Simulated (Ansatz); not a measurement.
Rhodium, fcc: convergence with cold smearing

Computed with Ansatz, LDA, scalar-relativistic PAW, on the relaxed cell (a = 3.755 Å; spin not included). Errors count from a run at 420 eV on a Γ-centred 24×24×24 mesh with Fermi-Dirac smearing of 0.1 eV, extrapolated to zero width. Fixed here: cutoff 420 eV, mesh 14×14×14. The SCF starts from atomic densities corrected by a trained network.

```csv
width (eV),E(σ→0) error (meV/atom),F error (meV/atom),P (GPa),SCF iterations
0.01,1.1,1.1,-0.43,6
0.03,1.1,1.2,-0.43,6
0.1,1.3,1.2,-0.42,6
0.3,2.7,1.8,-0.34,6
0.6,-1.7,-4.2,-0.34,6
1.0,-7.3,-4.2,-0.49,6
```

Task: What does the run at 0.2 give (width)?

Result: E(σ→0) error (meV/atom): 1.1; F error (meV/atom): 1.7; P (GPa): -0.44; SCF iterations: 6.
